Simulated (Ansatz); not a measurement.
Input file:

```yaml
crystal:
  periodic: [false, false, false]
  atoms:
    - {symbol: Ge, position_ang: [0.000000, -0.040516, 0.285357]}
    - {symbol: O, position_ang: [0.000000, 0.097280, -1.360296]}
    - {symbol: H, position_ang: [0.000000, 1.375714, 1.027442]}
basis:
  gaussian: {orbitals: cc-pVTZ}
total_charge: 1
magnetization: {spin_polarized: true, initial_magnetization: 2}
hamiltonian: {xc: {name: PBE}}
correlation: {method: rpa, electrons: outside_noble_gas}
```

```sh
$ ansatz run in.yaml --threads 1 --pin off --events-out ev --progress --plain --max-ram 4096MiB --backend cpu
```

Q: Roughly how long does this take on 1 thread of AMD EPYC 7R13, shared host, and how much host memory?

A: 7.5 s wall and 0.24 GiB.

```
541 factors; integrals over basis functions are off by at most 1.3e-3 eV
mean field evaluation 1: about -58522.2184 eV, gradient 9.7e1 eV
mean field evaluation 2: about -58522.2090 eV, gradient 9.7e1 eV
mean field evaluation 4: about -58546.1014 eV, gradient 4.3e1 eV
mean field evaluation 8: about -58560.0904 eV, gradient 1.3e0 eV
mean field evaluation 16: about -58560.0944 eV, gradient 1.0e-3 eV
mean field evaluation 32: about -58560.0944 eV, gradient 1.1e-6 eV
mean field evaluation 64: about -58559.9236 eV, gradient 1.8e0 eV
mean field evaluation 96: about -58511.3731 eV, gradient 3.4e1 eV
mean field -58560.09437336 eV, -2152.0437747633 hartree, gradient 3.4e-6 eV, S^2 2.005897; 8 other end points of the search recorded, 0 dependent functions left out
15 core orbitals not correlated: weight in the atoms' cores, before any rotation towards them, 0.961 or more for the frozen orbitals, at most 0.039 for the correlated occupied ones
reference -58516.64638060 eV, -2150.4470904796 hartree; 6, 4 occupied and 66, 68 virtual orbitals, 541 factors
Total energy: -58529.46678333 eV, -2150.9182315899 hartree
```
